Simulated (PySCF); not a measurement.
**C6H9: g tensor and hyperfine couplings**

C₆H₉ (doublet state).
Cartesian coordinates in Å at the GFN2-xTB level; atoms count from 1:
```xyz
15
C6H9 angstrom
C     -1.0874    1.2782    0.3735
C     -0.1923    0.2336   -0.2973
C     -0.9430   -1.0914   -0.4561
C      1.0535    0.0245    0.5222
C      2.3203    0.7501    0.2362
C      2.3898   -0.4661   -0.1707
H     -1.9838    1.4447   -0.2190
H     -1.3839    0.9415    1.3645
H     -0.5548    2.2204    0.4731
H      0.0971    0.5999   -1.2883
H     -0.3153   -1.8309   -0.9486
H     -1.8401   -0.9494   -1.0541
H     -1.2352   -1.4793    0.5176
H      0.8644   -0.3293    1.5337
H      2.8063   -1.3384   -0.6087
```

The hyperfine couplings belong to this conformer and change with its torsions.

As a line formula: `CC(C)[C@@H]1[C]=C1` [radical].

Theory: UKS B3LYP, pcH-1 on C H, non-relativistic, mean-field spin-orbit, GIAO (PySCF 2.14.0). One conformer (not necessarily the lowest) at the GFN2-xTB geometry, without solvent, vibrations or thermal averaging. A GFN2-xTB geometry isn't a minimum of the functional, and hyperfine couplings can be far from their values at a DFT geometry. No stability test was run, so a lower SCF solution isn't excluded.

| Item | Value |
| --- | --- |
| g1, g2, g3 | 2.00131, 2.00266, 2.00402 |
| g_iso | 2.00266 |
| Form of g | rhombic: the two nearest values differ by 50 % of g3 − g1 |
| ⟨S²⟩ | 0.7563 (exact 0.7500) |
| Total energy | -233.90812 Eh |
| Basis functions | 240 |

Hyperfine couplings atom by atom, in mT; T1 to T3 are the principal values of the dipolar part; ρ(0) is the spin density at the nucleus (MHz turned into mT with g_iso):

| atom | isotope | a_iso | T1 | T2 | T3 | Mulliken spin population | ρ(0) (bohr⁻³) |
| --- | --- | --- | --- | --- | --- | --- | --- |
| C1 | 13C | 0.48 | -0.07 | -0.05 | 0.12 | 0.01 | 0.0120 |
| C2 | 13C | -0.32 | -0.05 | 0.01 | 0.03 | -0.02 | -0.0080 |
| C3 | 13C | 0.63 | -0.06 | -0.05 | 0.11 | 0.01 | 0.0157 |
| C4 | 13C | 1.23 | -1.12 | -1.05 | 2.17 | 0.31 | 0.0306 |
| C5 | 13C | 15.35 | -1.98 | -1.39 | 3.37 | 0.65 | 0.3826 |
| C6 | 13C | -0.16 | -0.97 | -0.26 | 1.23 | 0.05 | -0.0040 |
| H7 | 1H | 0.16 | -0.05 | -0.03 | 0.09 | 0.00 | 0.0010 |
| H8 | 1H | -0.03 | -0.07 | -0.05 | 0.12 | 0.00 | -0.0002 |
| H9 | 1H | -0.05 | -0.10 | -0.04 | 0.14 | 0.00 | -0.0003 |
| H10 | 1H | 0.02 | -0.13 | -0.07 | 0.20 | 0.00 | 0.0001 |
| H11 | 1H | -0.02 | -0.09 | -0.05 | 0.14 | 0.00 | -0.0001 |
| H12 | 1H | 0.24 | -0.05 | -0.03 | 0.08 | 0.00 | 0.0015 |
| H13 | 1H | -0.02 | -0.07 | -0.05 | 0.12 | 0.00 | -0.0001 |
| H14 | 1H | -0.64 | -0.51 | -0.13 | 0.64 | -0.01 | -0.0040 |
| H15 | 1H | 0.33 | -0.37 | -0.02 | 0.39 | 0.00 | 0.0021 |

The Mulliken spin populations are largest on C5 (+0.65) and C4 (+0.31).

Axes: g2 points within 10° of the C4–C5 bond.

Under fast tumbling the dipolar parts average out, and these isotropic splittings remain: 1 × 1H (H14, I = 1/2, 2 lines) with 0.64 mT, 1 × 1H (H15, I = 1/2, 2 lines) with 0.33 mT and 3 × 1H (H11/H12/H13, I = 1/2, 4 lines) with 0.07 mT.

Class means assume fast exchange of nuclei equivalent by connectivity; if that motion is slow, each nucleus keeps its own coupling. The three 1H nuclei of mean +1.9 MHz run from -0.6 to 6.9 MHz in the frozen geometry.

The 13C coupling of C5 (430.1 MHz) shows only in satellite lines or after enrichment, since that isotope makes up about 1.07 % of natural carbon.

The spin density at the nucleus, in bohr⁻³, is negative for C2 (-0.0080), C6 (-0.0040) and H14 (-0.0040), for instance. A restricted open-shell determinant has no negative spin density anywhere; here it arises because α and β orbitals differ (spin polarisation).

Time: 69 s (with the writing of density and orbital grids); peak memory 0.89 GiB. Hardware: one thread of an Intel Xeon at 2.70 GHz, no GPU, shared host with 64 logical CPUs at a one-minute load of 56.
